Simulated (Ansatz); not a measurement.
The cluster MgCl₂⁻ was relaxed with PBE0-D4 (def2-TZVPD) in Ansatz in these states: charge -1 doublet, charge -1 quartet. The geometries follow in no particular order.

A:

```xyz
3

Mg    1.174   -0.819    0.051
Cl   -0.338    0.841    1.178
Cl   -0.836   -0.022   -1.229
```

B:

| atom | x (Å) | y (Å) | z (Å) |
| --- | --- | --- | --- |
| Mg1 | -0.289 | -0.628 | -0.369 |
| Cl2 | 0.727 | 1.070 | -1.560 |
| Cl3 | -0.438 | -0.442 | 1.929 |

Judge from the bond lengths which geometry belongs to which state (an estimate).

A is the charge -1 quartet (Mg1–Cl2 2.513 Å, Mg1–Cl3 2.513 Å); B is the charge -1 doublet (Mg1–Cl2 2.310 Å, Mg1–Cl3 2.310 Å).

At PBE0-D4/def2-TZVPD the highest occupied level of the charge -1 quartet lies above zero (up to 1.26 eV). It is a level of α spin, whose loss leaves a triplet; that state wasn't run at this geometry and level. The electron is either unbound and held by the finite basis, or the level is raised by self-interaction error. At PBE0-D4/def2-TZVPD a doublet lies 4.79 eV below the charge -1 quartet. In the quartet, Cl2 and Cl3 lie 2.61 Å apart (atoms count from 1), so these atoms are partly bonded to each other. These are the stationary points nearest to one start from a short search; other shapes may lie lower in each state.
